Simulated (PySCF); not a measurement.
Gas-phase reaction: (CH3)2SiH2 + Si(OH)4 + 2 CH3C(CH3)2CH3 ⇌ 2 vinylsilane + 4 C2H5OH

Energies from PySCF, thermal terms from the rigid-rotor harmonic-oscillator model, ideal gas at 1 bar. † marks an energy on the PBE0/def2-TZVP geometry and frequencies; other levels use their own. CCSD(T) freezes the core. 6-31G* has spherical d functions here. All species are closed-shell singlets. B3LYP is the form with VWN-RPA correlation. CCSD(T) isn't extrapolated to the basis-set limit.

CCSD(T)/def2-SVP† gives ΔH°(298 K) = 923 kJ.

Q: What do PBE/def2-TZVP†, B3LYP/6-31G*, LDA/def2-TZVP† give?

A: PBE/def2-TZVP†: 916 kJ; B3LYP/6-31G*: 880 kJ; LDA/def2-TZVP†: 1045 kJ. For scale, ΔH°(298 K) is 923 kJ at this level, 1002 kJ at ωB97M-V/def2-TZVP†, and runs from 845 to 1059 kJ over the 18 levels computed.
